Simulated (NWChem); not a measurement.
# Total energies of propane (C$_{3}$H$_{8}$)

```xyz
11

C     -1.2711     0.0000    -0.2568
C      0.0000     0.0000     0.5793
C      1.2711     0.0000    -0.2568
H     -2.1740     0.0000     0.3732
H     -1.3212     0.8875    -0.9087
H     -1.3212    -0.8875    -0.9087
H      0.0000    -0.8792     1.2469
H      0.0000     0.8792     1.2469
H      2.1740     0.0000     0.3732
H      1.3212    -0.8875    -0.9087
H      1.3212     0.8875    -0.9087
```
Charge 0, spin multiplicity 1.

The numbers come from NWChem runs, not from measurements. The geometry was optimised at PBE0/def2-SVP, a minimum by its harmonic frequencies.

Basis set: STO-3G (23 functions).

| method | total energy (Ha) |
|---|---|
| RHF | -116.88408 |
| MP2 | -117.04327 |
| B2PLYP | -117.49384 |
| PBE | -117.54895 |
| B3LYP | -117.73247 |
| LDA (SVWN5) | -116.56317 |
| CCSD(T) | -117.10010 |

Total energies of different functionals aren't comparable as a measure of quality: only differences taken within one method are. 

The correlated methods keep 3 core orbitals frozen. B3LYP has NWChem's definition, with VWN1-RPA local correlation. Coupled-cluster values serve here as a point of comparison, not as the truth.
